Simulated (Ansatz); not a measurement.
System: 1T (CdI2-type) TiTe2. Method: PBE in Ansatz (PAW).

Settings: plane-wave cutoff 520 eV, 18×18×10 k mesh (along the axes of the cell as run), Fermi–Dirac smearing 0.05 eV, no spin polarisation, scalar-relativistic PAW data made under PBE.

Computed at the level's own relaxed cell.

Question: Estimate the equilibrium lattice constant a and c axis length that the calculation returns.

Answer: 
- equilibrium lattice constant a: 3.764 Å
- c axis length: 6.963 Å

Note: for a layered or molecular solid the relaxed cell lies over 5 % above the published volume, where the minimum can be shallow; the cell comes from a level without a dispersion term, which matters for the spacing of layers, chains or molecules; the volume lies 6 % above that of the published cell.

Spin–orbit coupling is not included.

Static lattice: no zero-point or thermal effects.

Ansatz is an electronic-structure program.
